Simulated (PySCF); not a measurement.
Bonds (- single, = double, # triple, : aromatic): C1=C2 1.308 Å, C2=C3 1.314 Å, C3-C4 1.502 Å, C3-C5 1.503 Å, C5-F6 1.377 Å. C1 carries H7, H8; C4 carries H9, H10, H11; C5 carries H12, H13.

Geometry: PBE0-D3(BJ)/def2-SVP; GIAO absolute shieldings from PySCF 2.14.0 with density-fitted response routines, gas phase, non-relativistic, averaged over equivalent atoms.

At KT2/pcSseg-1 (137 basis functions, 18 s wall time on 1 thread of an Arm Neoverse V1, shared host):
```csv
atoms,σ (ppm)
C2,-22.2
C3,86.2
C5,96.7
C1,111.3
C4,165.5
F6,397.6
H12/H13,26.23
H7/H8,26.35
H9/H10/H11,29.29
```

Q: Predict the values at B97-2/pcSseg-1 on the same geometry.

A: 
```tsv
atoms	σ at B97-2/pcSseg-1	change
C2	-33.1	-10.9
C3	82.9	-3.3
C5	98.6	+1.9
C1	106.6	-4.7
C4	166.0	+0.5
F6	413.3	+15.7
H12/H13	26.54	+0.31
H7/H8	26.43	+0.08
H9/H10/H11	29.48	+0.19
```

The largest change is at F6 (fluorine on an sp3 carbon). Cost: 137 basis functions, 17 s wall time on 1 thread of an Arm Neoverse V1, shared host. The order of the carbon signals is the same at both levels.
